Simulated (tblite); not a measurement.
Input of a run (GFN2-xTB geometry optimisation, gas phase (tblite 0.8.0)), started from a force field or distance geometry:
```
{"job": {"kind": "relax", "xc": "GFN2-xTB", "basis": "xTB"}, "charge": 0, "multiplicity": 2}
C     -1.305800     0.246700     0.234900
C     -0.263600    -0.202500    -0.742400
C      1.059500    -0.434900    -0.050100
N      1.622600     0.703200     0.591600
S      1.788200    -1.901500    -0.052900
H     -2.161000     0.718000    -0.291000
H     -0.875200     1.047800     0.878500
H     -1.641800    -0.582300     0.894700
H     -0.091200     0.443700    -1.593100
H     -0.586600    -1.225900    -1.072100
H      2.460500     1.190300     0.215800
```

Output (eV, eV/Å):
```
step      E/eV     max force
  0    -422.95343    4.680
  1    -423.42401    1.514
  2    -423.50653    1.381
  3    -423.54592    1.002
  4    -423.63768    1.158
  5    -423.73714    1.775
  6    -423.81319    1.091
  7    -423.96876    2.543
  8    -424.04003    1.035
  9    -424.08600    0.615
 10    -424.12064    0.950
 11    -424.14334    0.619
 12    -424.16491    0.296
 13    -424.17298    0.223
 14    -424.18115    0.212
 15    -424.18830    0.267
 16    -424.19348    0.167
 17    -424.19708    0.205
 18    -424.20019    0.161
 19    -424.20263    0.117
 20    -424.20377    0.090
 21    -424.20438    0.076
 22    -424.20501    0.076
 23    -424.20600    0.105
 24    -424.20723    0.106
 25    -424.20847    0.129
 26    -424.20970    0.129
 27    -424.21130    0.116
 28    -424.21372    0.162
 29    -424.21700    0.181
 30    -424.22009    0.144
 31    -424.22215    0.125
 32    -424.22380    0.137
 33    -424.22611    0.166
 34    -424.22843    0.158
 35    -424.23018    0.134
 36    -424.23143    0.077
 37    -424.23225    0.075
 38    -424.23291    0.072
 39    -424.23367    0.073
 40    -424.23410    0.052
 41    -424.23438    0.041
 42    -424.23458    0.038
 43    -424.23472    0.030
 44    -424.23481    0.026
 45    -424.23488    0.022
 46    -424.23495    0.028
 47    -424.23502    0.023
 48    -424.23509    0.019
 49    -424.23515    0.020
 50    -424.23523    0.033
 51    -424.23535    0.041
 52    -424.23548    0.034
 53    -424.23558    0.027
 54    -424.23568    0.028
 55    -424.23581    0.043
 56    -424.23598    0.051
 57    -424.23614    0.040
 58    -424.23623    0.021
 59    -424.23627    0.021
 60    -424.23633    0.026
 61    -424.23642    0.034
 62    -424.23656    0.037
 63    -424.23672    0.042
 64    -424.23694    0.054
 65    -424.23731    0.068
 66    -424.23800    0.115
 67    -424.23915    0.170
 68    -424.24113    0.179
 69    -424.24386    0.269
 70    -424.24524    0.223
 71    -424.24309    0.787
 72    -424.24945    0.135
 73    -424.25153    0.122
 74    -424.25254    0.696
 75    -424.25667    0.065
 76    -424.25844    0.082
 77    -424.25945    0.411
 78    -424.26122    0.093
 79    -424.26185    0.087
 80    -424.26310    0.269
 81    -424.26396    0.083
 82    -424.26450    0.051
 83    -424.26497    0.084
 84    -424.26524    0.050
 85    -424.26556    0.041
 86    -424.26573    0.032
 87    -424.26588    0.043
 88    -424.26604    0.051
 89    -424.26620    0.051
 90    -424.26633    0.038
 91    -424.26642    0.021
 92    -424.26646    0.025
 93    -424.26648    0.014
 94    -424.26648    0.009
```

Question: Summarise the run.

Answer: The energy falls by 126.7 kJ/mol over 94 L-BFGS steps, the largest force on an atom goes from 4.68 to 0.009 eV/Å, and the atoms move by 0.566 Å rms after alignment. The bond that changes most is C3–N4 (ends: carbon bonded to C, N and S; nitrogen bonded to C and H), which shortens by 0.161 Å. Bonds longer at the end by more than 0.005 Å: 3 of 10; shorter: 7. Among the angles that change most is C2–C3–N4, from 115.5° to 121.6°. Among the dihedrals that turn most is C2–C3–N4–H11, from -108° to 179°. The energy rose by more than 1e-5 eV at step 71. The first step brought 36 % of the lowering.

Question: What are the final bond lengths?

Answer: C1–C2 1.528 Å, C2–C3 1.491 Å, C3–N4 1.262 Å, C3=S5 1.736 Å, C1–H6 1.087 Å, C1–H7 1.087 Å, C1–H8 1.088 Å, C2–H9 1.091 Å, C2–H10 1.093 Å, N4–H11 1.014 Å. Numbering counts from 1 in the input's order; the species is `CCC(=S)[NH]` [radical].

Its GFN2-xTB frequencies are all real (lowest 46 cm⁻¹). 3 starts were optimised and ended at 0.00, 4.04 and 4.04 kcal/mol (GFN2-xTB); the lowest of these is shown.

One conformer stands for the species.

These are computed values.
